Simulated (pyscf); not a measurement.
**Four-centre exchange: H₃C–CH₂–CH₃ + HF → H₃C–CH(CH₃)–F + H₂**

Gas phase, singlet surface, charge 0. Bonds broken: C2–H7, F12–H13. Bonds formed: C2–F12, H7–H13. Structures and frequencies: ωB97X-D3(BJ)/def2-SVP in PySCF.

Transition state (Å):

```xyz
13

C     -0.9179    -0.1138    -0.8993
C     -0.3135     0.0228     0.4591
C     -1.0130     0.7389     1.5670
H     -1.6298    -0.9597    -0.8521
H     -0.1395    -0.3821    -1.6261
H     -1.4371     0.7955    -1.2304
H      0.3717     1.6909    -0.0892
H      0.1330    -0.9131     0.7999
H     -0.2929     0.9974     2.3549
H     -1.7377     0.0265     2.0049
H     -1.5342     1.6447     1.2293
F      1.7329     0.1887     0.4727
H      1.1122     1.1662     0.1177
```

One imaginary mode, 1609i cm⁻¹; descent along it reached the two sides named.

| bond | change | reactant side (Å) | saddle | product side |
|---|---|---|---|---|
| C2–H7 | breaks | 1.128 | 1.885 | 3.9 |
| F12–H13 | breaks | 0.923 | 1.211 | 2.395 |
| C2–F12 | forms | 3.1 | 2.053 | 1.397 |
| H7–H13 | forms | 1.963 | 0.931 | 0.761 |

Electronic energies relative to the separated reactants (kcal/mol):

```
level                   barrier  reaction energy  reverse barrier
----------------------  -------  ---------------  ---------------
ωB97X-D3(BJ)/def2-TZVP     97.3            +16.2             81.1
PBE/def2-TZVP              85.3            +16.0             69.3
r²SCAN/def2-TZVP           89.3            +14.9             74.5
B3LYP-D3(BJ)/def2-TZVP     91.3            +15.9             75.4
PBE0-D3(BJ)/def2-TZVP      94.5            +17.5             77.0
M06-2X/def2-TZVP          101.4            +15.7             85.6
ωB97M-D3(BJ)/def2-TZVP     95.6            +17.1             78.5
HF/def2-TZVP              116.6            +17.6             99.0
```

With ωB97M-D3(BJ)/def2-TZVP energies and thermal terms (ideal gas, 1 atm, RRHO with modes under 100 cm⁻¹ raised to 100, one conformer, R ln 2 for chiral ones without a mode under 150 cm⁻¹), in kcal/mol:

```tsv
T (K)	ΔH‡	ΔG‡	ΔH	ΔG
298	91.3	100.6	+13.1	+14.5
600	91.6	110.0	+13.9	+15.5
900	92.3	119.0	+14.6	+16.2
1200	93.1	127.9	+15.0	+16.7
```

One saddle was located; it need not be the lowest between these sides.
